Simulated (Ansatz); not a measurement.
# Lithium, bcc under r²SCAN: testing the cold (Marzari-Vanderbilt) smearing

Aim: find which cold (Marzari-Vanderbilt) smearing width is enough for energy and pressure. The geometry was relaxed under r²SCAN beforehand and stays fixed; 7 values are run, from 0.01 to 1.0 eV. Wanted are the values from which on the energy stays within 10 and 1 meV/atom, and the pressure within 0.5 GPa, of the narrowest run. Within the series other settings stay, but some runs also write fields, which adds to their time. Spin polarisation is left out.

Method: DFT r²SCAN, plane waves with PAW, scalar-relativistic, in Ansatz 0.2.0.

### Step 1. The starting structure

It takes space group Im-3m (No. 229, cubic). Conventional cell: a = 3.476 Å, b = 3.476 Å, c = 3.476 Å, α = 90.00°, β = 90.00°, γ = 90.00°. Li (site symmetry m-3m) has 8 Li at 3.01 Å as nearest neighbours.

As a file:

```cif
data_structure
_symmetry_space_group_name_H-M 'P 1'
_symmetry_Int_Tables_number 1
_cell_length_a 3.0102
_cell_length_b 3.0102
_cell_length_c 3.0102
_cell_angle_alpha 109.471
_cell_angle_beta 109.471
_cell_angle_gamma 109.471
_cell_volume 21.00
loop_
_atom_site_label
_atom_site_type_symbol
_atom_site_fract_x
_atom_site_fract_y
_atom_site_fract_z
_atom_site_occupancy
Li1 Li 0.00000 0.00000 0.00000 1
```

### Step 2. Width 0.01 eV

The run at 0.01 eV.

Contents of input.yaml:

```yaml
crystal:
  lattice:
    - [-1.7379403969, 1.7379403969, 1.7379403969]
    - [1.7379403969, -1.7379403969, 1.7379403969]
    - [1.7379403969, 1.7379403969, -1.7379403969]
  atoms:
    - { symbol: Li, position: [0.0, 0.0, 0.0] }
hamiltonian:
  xc: r2scan
  pseudopotentials:
    kind: paw
    azcp:
      Li: "pseudopotentials/Li.paw.azcp"
basis:
  ecutwfc: 500
  fft_grid_basis: typed
kpoints:
  mp_grid: { grid: [13, 13, 13], shift: [0, 0, 0] }
magnetization:
  spin_polarized: false
scf:
  occupations: { method: cold, width: 0.01 }
  lower_state_search: "off"
output:
  stress: true
```

Started as:

```bash
> ansatz run input.yaml --threads 2 --pin off --max-ram 5120MiB --backend cpu --events-out ev --progress --plain --runs-dir out
```

### Step 3. Width 0.03 eV

The run at 0.03 eV.

input.yaml: that of step 2 with these lines changed.

```diff
@@ -21,3 +21,3 @@
 scf:
-  occupations: { method: cold, width: 0.01 }
+  occupations: { method: cold, width: 0.03 }
   lower_state_search: "off"
@@ -25 +25,5 @@
   stress: true
+  write_density: true
+  write_potential: true
+  elf: true
+  volumetric_format: npy
```

### Step 4. Width 0.1 eV

The run at 0.1 eV.

input.yaml: that of step 3 with these lines changed.

```diff
@@ -21,3 +21,3 @@
 scf:
-  occupations: { method: cold, width: 0.03 }
+  occupations: { method: cold, width: 0.1 }
   lower_state_search: "off"
@@ -25,5 +25 @@
   stress: true
-  write_density: true
-  write_potential: true
-  elf: true
-  volumetric_format: npy
```

### Step 5. Width 0.2 eV

The run at 0.2 eV.

input.yaml: that of step 4 with these lines changed.

```diff
@@ -21,3 +21,3 @@
 scf:
-  occupations: { method: cold, width: 0.1 }
+  occupations: { method: cold, width: 0.2 }
   lower_state_search: "off"
@@ -25 +25,5 @@
   stress: true
+  write_density: true
+  write_potential: true
+  elf: true
+  volumetric_format: npy
```

### Step 6. Width 0.3 eV

The run at 0.3 eV.

input.yaml: that of step 5 with these lines changed.

```diff
@@ -21,3 +21,3 @@
 scf:
-  occupations: { method: cold, width: 0.2 }
+  occupations: { method: cold, width: 0.3 }
   lower_state_search: "off"
```

### Step 7. Width 0.6 eV

The run at 0.6 eV.

input.yaml: that of step 6 with these lines changed.

```diff
@@ -21,3 +21,3 @@
 scf:
-  occupations: { method: cold, width: 0.3 }
+  occupations: { method: cold, width: 0.6 }
   lower_state_search: "off"
@@ -25,5 +25 @@
   stress: true
-  write_density: true
-  write_potential: true
-  elf: true
-  volumetric_format: npy
```

### Step 8. Width 1.0 eV

The run at 1.0 eV.

input.yaml: that of step 7 with these lines changed.

```diff
@@ -21,3 +21,3 @@
 scf:
-  occupations: { method: cold, width: 0.6 }
+  occupations: { method: cold, width: 1.0 }
   lower_state_search: "off"
```

(Steps that only read results are left out.)

Q: Predict the outcome of this session.

The runs gave:

| quantity | value |
| --- | --- |
| E(σ → 0) stays within 10 meV/atom of 0.01 eV | up to 1.0 eV |
| E(σ → 0) stays within 1 meV/atom | up to 0.6 eV |
| pressure stays within 0.5 GPa | up to 1.0 eV |
| pressure at 0.01 eV | -0.02 GPa |
| energy of a separate run on a finer mesh (21×21×21) | +1.0 meV/atom from 0.01 eV |

**Reading.** The far end, 1.0 eV, lies -1.1 meV/atom and +0.1 GPa from the yardstick. Over the range F shifts by -11.6 meV/atom, while E(σ → 0) shifts by -1.1. This scheme cancels the term in the square of the width, so F moves little up to 0.2 eV. The mesh (13×13×13) is fixed, so the narrowest widths carry a k-point error of their own. The yardstick itself is unsettled by 1.0 meV/atom against the finer mesh, so the thresholds above hold only within this series, and wider smearing, which averages over more states, can land nearer the fine-mesh value than the narrowest does.
